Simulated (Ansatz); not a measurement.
This script drives Ansatz 0.2.0, Python API.

Script `ch7aln.py`:
```python
"""Stretching a bond of CH7AlN(-), the rest held rigid."""

import ansatz as az
from ase import Atoms
import numpy as np

atoms = Atoms(["C", "N", "Al", "H", "H", "H", "H", "H", "H", "H"], positions=[
    (-1.339, 0.324, 0.1851),
    (-0.4147, -0.3906, -0.6899),
    (1.4038, -0.077, -0.1478),
    (-2.3814, 0.1193, -0.138),
    (-1.1679, 1.4199, 0.115),
    (-1.2269, -0.0097, 1.2407),
    (-0.5922, -1.4143, -0.572),
    (2.3921, -0.8648, -1.1238),
    (1.7176, 1.4873, -0.2186),
    (1.6085, -0.5941, 1.3492),
])
ch7aln = az.Crystal.molecule_from_ase(atoms)

symbols = [site.symbol for site in ch7aln.cartesian_sites]
start = np.array([site.position_ang for site in ch7aln.cartesian_sites])
axis = (start[7] - start[2]) / np.linalg.norm(start[7] - start[2])
moving = [7]
lengths, energies = [1.36, 1.47, 1.6, 1.76, 2.0, 2.4, 2.87, 3.51], []
for length in lengths:
    xyz = start.copy()
    xyz[moving] += (length - np.linalg.norm(start[7] - start[2])) * axis
    point = az.Crystal.molecule()
    for symbol, place in zip(symbols, xyz):
        point = point.atom(symbol, place.tolist())
    base = (
        point.calculation()
        .basis(gaussian="def2-SVP")
        .functional("r2SCAN")
        .charge(-1)
        .spin("collinear")
    )
    summary = base.run(threads=1).report
    energies.append(summary["free_energy_ev"])
    print(f"r = {length:6.3f} A  E = {energies[-1]:.5f} eV  <S^2> = {abs(summary['mean_field']['state']['spin_squared']):.3f}")

print("energy above the lowest point (eV):", [round(e - min(energies), 3) for e in energies])
```

It is started by `python ch7aln.py`. Estimate its wall time and peak memory on 1 thread of Arm Neoverse V2, on a shared host.

It took about 52 s, with a peak of 0.29 GiB, for 8 runs of the engine.

```console
$ python ch7aln.py
r =  1.360 A  E = -9231.75848 eV  <S^2> = 0.000
r =  1.470 A  E = -9232.19676 eV  <S^2> = 0.000
r =  1.600 A  E = -9232.39716 eV  <S^2> = 0.000
r =  1.760 A  E = -9232.36123 eV  <S^2> = 0.000
r =  2.000 A  E = -9232.02351 eV  <S^2> = 0.000
r =  2.400 A  E = -9231.25587 eV  <S^2> = 0.000
r =  2.870 A  E = -9230.44434 eV  <S^2> = 0.000
r =  3.510 A  E = -9229.72530 eV  <S^2> = 0.315
energy above the lowest point (eV): [0.639, 0.2, 0.0, 0.036, 0.374, 1.141, 1.953, 2.672]
```

Reading the output:
- The settings weren't tested for convergence.
- The rest of the molecule is held rigid at a force-field or estimated start geometry, and the basis set is modest; single-reference methods fail as a bond breaks.
- The expectation value of S² is noticeably off S(S+1) in at least one run, so that state is spin-contaminated.
- Anions want diffuse functions, which this basis lacks.

(Lines on the test bed's own set-up are left out of the output.)
